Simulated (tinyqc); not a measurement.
Worked calculation (part 2 of 2): RHF in the sto-3g basis, for CH3-, spin multiplicity 1. The basis has no diffuse functions, so it cannot describe the extra electron: this is an exercise in the method, not the real anion. Computed by tinyqc, a small Python program that keeps every step (integrals from PySCF). Command: `OMP_NUM_THREADS=1 python tinyqc.py 26992 26993 out.jsonl` (the two numbers bound the seeds that draw the settings). One thread of a shared host (Intel(R) Xeon(R) Processor @ 2.60GHz), about 0.06 s of CPU time with the checks.

Geometry (angstrom):

| atom | x | y | z |
|---|---|---|---|
| C | 0.0000 | 0.0000 | 0.0530 |
| H | 1.1100 | 0.0000 | 0.0000 |
| H | -0.5550 | 0.9610 | 0.0000 |
| H | -0.5550 | -0.9610 | 0.0000 |

## Iteration 2: diagonalisation and new density

Fock matrix F (hartree), lower triangle:
```
           1C 1s    1C 2s   1C 2px   1C 2py  1C 2pz    2H 1s    3H 1s    4H 1s
1C 1s   -10.4086
1C 2s    -2.8324  -0.9762
1C 2px    0.0000   0.0001   0.2571
1C 2py    0.0000   0.0000   0.0000   0.2570
1C 2pz    0.0041   0.0094   0.0000   0.0000  0.2112
2H 1s    -0.6882  -0.4918  -0.2334   0.0000  0.0149  -0.0958
3H 1s    -0.6886  -0.4919   0.1167  -0.2021  0.0149  -0.1557  -0.0960
4H 1s    -0.6886  -0.4919   0.1167   0.2021  0.0149  -0.1557  -0.1558  -0.0960
```

X, lower triangle:
```
          1C 1s    1C 2s   1C 2px   1C 2py  1C 2pz    2H 1s    3H 1s   4H 1s
1C 1s    1.0284
1C 2s   -0.1658   1.4125
1C 2px   0.0000  -0.0001   1.1853
1C 2py   0.0000   0.0000   0.0000   1.1853
1C 2pz   0.0016  -0.0174   0.0000   0.0000  1.0008
2H 1s    0.0254  -0.3310  -0.3392   0.0000  0.0149   1.2541
3H 1s    0.0254  -0.3312   0.1697  -0.2938  0.0149  -0.0309   1.2543
4H 1s    0.0254  -0.3312   0.1697   0.2938  0.0149  -0.0309  -0.0309  1.2543
```

Diagonalise F' = X^T F X, C = X C', fill 5 alpha and 5 beta electrons from the bottom; D = 2 C_occ C_occ^T. Each column has its largest component positive (the first on a tie).

F' = X^T F X (hartree), lower triangle:
```
          1        2        3        4       5        6        7       8
1  -10.1650
2   -1.6009   0.1125
3    0.0000  -0.0001   0.6530
4    0.0000   0.0000   0.0000   0.6530
5    0.0074  -0.0211   0.0000   0.0000  0.2128
6   -0.0975  -0.4329  -0.5252   0.0000  0.0228   0.3869
7   -0.0976  -0.4331   0.2627  -0.4549  0.0228  -0.0615   0.3870
8   -0.0976  -0.4331   0.2627   0.4549  0.0228  -0.0615  -0.0615  0.3870
```

orbital energies (hartree): MO1 -10.4159, MO2 -0.4037, MO3 -0.1006, MO4 -0.1006, MO5 0.2108, MO6 1.0330, MO7 1.2021, MO8 1.2021

coefficients C:
```
            MO1      MO2      MO3      MO4      MO5      MO6      MO7      MO8
1C 1s    0.9920  -0.2065   0.0000   0.0000  -0.0153  -0.2451   0.0003   0.0000
1C 2s    0.0360   0.5560   0.0001   0.0000   0.0696   1.4271  -0.0018   0.0000
1C 2px   0.0000  -0.0001   0.4535   0.0000   0.0000   0.0011   1.1713   0.0000
1C 2py   0.0000   0.0000   0.0000   0.4535   0.0000   0.0000   0.0000   1.1713
1C 2pz  -0.0008  -0.0152   0.0000   0.0000   0.9977  -0.0828   0.0001   0.0000
2H 1s   -0.0071   0.2741   0.5779   0.0000  -0.0165  -0.7143  -0.9384   0.0000
3H 1s   -0.0071   0.2743  -0.2889   0.5004  -0.0164  -0.7130   0.4705  -0.8135
4H 1s   -0.0071   0.2743  -0.2889  -0.5004  -0.0164  -0.7130   0.4705   0.8135
```

D after iteration 2, lower triangle:
```
          1C 1s   1C 2s   1C 2px   1C 2py   1C 2pz    2H 1s    3H 1s   4H 1s
1C 1s    2.0538
1C 2s   -0.1604  0.6306
1C 2px   0.0000  0.0000   0.4113
1C 2py   0.0000  0.0000   0.0000   0.4114
1C 2pz  -0.0259  0.1221   0.0000   0.0000   1.9914
2H 1s   -0.1269  0.3022   0.5241   0.0000  -0.0411   0.8189
3H 1s   -0.1269  0.3021  -0.2620   0.4539  -0.0411  -0.1828   0.8189
4H 1s   -0.1269  0.3021  -0.2620  -0.4539  -0.0411  -0.1828  -0.1829  0.8189
```

Within a degenerate level the vectors are fixed only up to a rotation; this is one choice.

## Iteration 10 (converged): orbitals

converged F (hartree), lower triangle:
```
           1C 1s    1C 2s   1C 2px   1C 2py  1C 2pz    2H 1s    3H 1s    4H 1s
1C 1s   -10.3688
1C 2s    -2.8206  -0.9786
1C 2px    0.0000   0.0001   0.2742
1C 2py    0.0000   0.0000   0.0000   0.2742
1C 2pz    0.0044   0.0100   0.0000   0.0000  0.2263
2H 1s    -0.6857  -0.4895  -0.2284   0.0000  0.0160  -0.0882
3H 1s    -0.6861  -0.4897   0.1142  -0.1978  0.0160  -0.1518  -0.0884
4H 1s    -0.6861  -0.4897   0.1142   0.1978  0.0160  -0.1518  -0.1519  -0.0884
```

As before.

F' = X^T F X (hartree), lower triangle:
```
          1        2        3        4       5        6        7       8
1  -10.1266
2   -1.5921   0.1030
3    0.0000  -0.0001   0.6718
4    0.0000   0.0000   0.0000   0.6717
5    0.0077  -0.0216   0.0000   0.0000  0.2280
6   -0.0975  -0.4331  -0.5253   0.0000  0.0243   0.3939
7   -0.0977  -0.4333   0.2627  -0.4550  0.0243  -0.0570   0.3940
8   -0.0977  -0.4333   0.2627   0.4550  0.0243  -0.0570  -0.0570  0.3940
```

orbital energies (hartree): MO1 -10.3760, MO2 -0.4009, MO3 -0.0915, MO4 -0.0915, MO5 0.2258, MO6 1.0355, MO7 1.2141, MO8 1.2142

coefficients C:
```
            MO1      MO2      MO3      MO4      MO5      MO6      MO7      MO8
1C 1s    0.9920  -0.2088   0.0000   0.0000  -0.0164  -0.2429   0.0003   0.0000
1C 2s    0.0358   0.5694   0.0001   0.0000   0.0757   1.4215  -0.0017   0.0000
1C 2px   0.0000  -0.0001   0.4463   0.0000   0.0000   0.0010   1.1740   0.0000
1C 2py   0.0000   0.0000   0.0000   0.4463   0.0000   0.0000   0.0000   1.1741
1C 2pz  -0.0009  -0.0169   0.0000   0.0000   0.9974  -0.0865   0.0001   0.0000
2H 1s   -0.0071   0.2674   0.5837   0.0000  -0.0190  -0.7167  -0.9348   0.0000
3H 1s   -0.0071   0.2676  -0.2917   0.5054  -0.0190  -0.7155   0.4686  -0.8104
4H 1s   -0.0071   0.2676  -0.2917  -0.5054  -0.0190  -0.7155   0.4686   0.8104
```

D after iteration 10, lower triangle:
```
          1C 1s   1C 2s   1C 2px   1C 2py   1C 2pz    2H 1s    3H 1s   4H 1s
1C 1s    2.0559
1C 2s   -0.1692  0.6624
1C 2px   0.0000  0.0000   0.3983
1C 2py   0.0000  0.0000   0.0000   0.3984
1C 2pz  -0.0274  0.1317   0.0000   0.0000   1.9901
2H 1s   -0.1251  0.3013   0.5209   0.0000  -0.0469   0.8252
3H 1s   -0.1251  0.3012  -0.2604   0.4512  -0.0469  -0.1966   0.8252
4H 1s   -0.1251  0.3012  -0.2604  -0.4512  -0.0469  -0.1966  -0.1967  0.8252
```

Within a degenerate level the vectors are fixed only up to a rotation; this is one choice.

## Convergence

Stop when the energy changes by less than 1e-09 hartree and every element of the error matrix X^T (F D S - S D F) X is below 9e-06.

Course of the cycle:

| iteration | E (hartree) | change | largest element of the error matrix |
|---|---|---|---|
| 1 | -38.459659 | - | 5.07e-01 |
| 2 | -38.786334 | -3.27e-01 | 6.19e-02 |
| 3 | -38.792151 | -5.82e-03 | 1.07e-02 |
| 4 | -38.792469 | -3.19e-04 | 3.38e-03 |
| 5 | -38.792494 | -2.44e-05 | 9.08e-04 |
| 6 | -38.792496 | -1.99e-06 | 2.53e-04 |
| 7 | -38.792496 | -1.73e-07 | 7.07e-05 |
| 8 | -38.792496 | -1.63e-08 | 2.39e-05 |
| 9 | -38.792496 | -1.66e-09 | 8.77e-06 |
| 10 | -38.792496 | -1.82e-10 | 3.20e-06 |

PySCF RHF in the same basis = -38.792496 hartree

Converged in 10 iterations.

## Populations, bond orders and dipole

overlap S, lower triangle:
```
         1C 1s   1C 2s   1C 2px   1C 2py   1C 2pz   2H 1s   3H 1s   4H 1s
1C 1s   1.0000
1C 2s   0.2484  1.0000
1C 2px  0.0000  0.0000   1.0000
1C 2py  0.0000  0.0000   0.0000   1.0000
1C 2pz  0.0000  0.0000   0.0000   0.0000   1.0000
2H 1s   0.0593  0.4786   0.4594   0.0000  -0.0219  1.0000
3H 1s   0.0593  0.4787  -0.2298   0.3979  -0.0219  0.1352  1.0000
4H 1s   0.0593  0.4787  -0.2298  -0.3979  -0.0219  0.1352  0.1353  1.0000
```

Mulliken: Z minus the diagonal of D S on the atom; Loewdin: the same with S^(1/2) D S^(1/2); Mayer order: 2 sum_s sum (D(s) S)_ij (D(s) S)_ji over the two atoms.

Charges (e):

| atom | Mulliken | Loewdin |
|---|---|---|
| 1C | -0.5526 | -0.6190 |
| 2H | -0.1492 | -0.1270 |
| 3H | -0.1491 | -0.1270 |
| 4H | -0.1491 | -0.1270 |

Mayer bond orders:

| pair | order |
|---|---|
| 2-1 | 0.9603 |
| 3-1 | 0.9603 |
| 3-2 | 0.0087 |
| 4-1 | 0.9603 |
| 4-2 | 0.0087 |
| 4-3 | 0.0087 |

dipole moment about the origin, x y z (debye): -0.0002  0.0000  -0.4321
